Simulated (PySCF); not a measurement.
Single point on P2

State: ¹Σg⁺ (singlet), closed shell.

An equivalent input (the run itself took its basis sets from the Basis Set Exchange, started from a PBE0 density and held the occupation σ 9α 9β, πx 3α 3β, πy 3α 3β):

```python
from pyscf import gto, dft
mol = gto.M(atom='P 0 0 0; P 0 0 1.884', basis={'P': 'def2-TZVP'},
            charge=0, spin=0, verbose=4, symmetry='C2v')
mf = dft.UKS(mol, xc='PBE0')
mf.grids.atom_grid = (80, 434)
mf.grids.prune = dft.gen_grid.treutler_prune
mf.irrep_nelec = {'A1': (9, 9), 'B1': (3, 3), 'B2': (3, 3)}
mf.conv_tol = 1e-9
mf.max_cycle = 60
mf.diis_space = 10
mf.kernel()
```

The log (some set-up lines and the per-cycle HOMO/LUMO lines removed):

```
******** <class 'pyscf.dft.uks_symm.SymAdaptedUKS'> ********
method = SymAdaptedUKS
damping factor = 0
level_shift factor = 0
DIIS = <class 'pyscf.scf.diis.CDIIS'>
diis_start_cycle = 1
diis_space = 10
diis_damp = 0
SCF conv_tol = 1e-09
SCF conv_tol_grad = None
SCF max_cycles = 60
number electrons alpha = 15  beta = 15
Set gradient conv threshold to 3.16228e-05
init E= -682.440718781711
cycle= 1 E= -682.447328054305  delta_E= -0.00661  |g|= 0.0197  |ddm|= 0.0711
cycle= 2 E= -682.447417961605  delta_E= -8.99e-05  |g|= 0.0179  |ddm|= 0.0399
cycle= 3 E= -682.447626841517  delta_E= -0.000209  |g|= 0.00128  |ddm|= 0.0176
cycle= 4 E= -682.447626981241  delta_E= -1.4e-07  |g|= 0.000202  |ddm|= 0.000435
cycle= 5 E= -682.447627002986  delta_E= -2.17e-08  |g|= 4.68e-05  |ddm|= 0.000317
cycle= 6 E= -682.447627001631  delta_E= 1.36e-09  |g|= 6.22e-05  |ddm|= 8.87e-05
cycle= 7 E= -682.447627004464  delta_E= -2.83e-09  |g|= 2.47e-06  |ddm|= 5.34e-05
cycle= 8 E= -682.447627004467  delta_E= -2.73e-12  |g|= 1.54e-07  |ddm|= 3.59e-06
Extra cycle  E= -682.447627004467  delta_E= -5.68e-13  |g|= 7.91e-08  |ddm|= 3.6e-07
converged SCF energy = -682.447627004467  <S^2> = -3.1974423e-14  2S+1 = 1
```

Repeating this along the bond gives Re = 1.882 Å and ωe = 833 cm⁻¹.

A point of this curve took 1.7 CPU seconds beside 0.21 for the integrals, on Arm Neoverse V2 (shared host).
